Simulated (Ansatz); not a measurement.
Molecule: CH3NO (charge +1, doublet). 
Geometry from a B3LYP-D3(BJ)/def2-TZVP (Ansatz, a quantum-chemistry and plane-wave program) optimisation:
```
C
O 1 1.2622
N 1 1.2939 2 126.22
H 3 1.0137 1 119.95 2 -180.00
H 3 1.0160 4 118.16 1 180.00
H 1 1.1036 2 112.71 3 -180.00
```
Charge +1, spin multiplicity 2.

Basis-set convergence of Hartree-Fock and MP2 correlation energies (hartree) with Ansatz. Cores are frozen in the correlated levels unless marked. UHF or UKS for open shells. Spin-orbit coupling is left out. No relativistic terms.

| basis | functions | E(HF) | E(corr, MP2) |
|---|---|---|---|
| cc-pVDZ | - | -168.64217 | -0.42511 |
| cc-pVTZ | 132 | (withheld) | (withheld) |

**Question.** What belongs in the gaps?

**Answer.** 
- cc-pVTZ, E(HF): -168.69196
- cc-pVTZ, E(corr, MP2): -0.53376
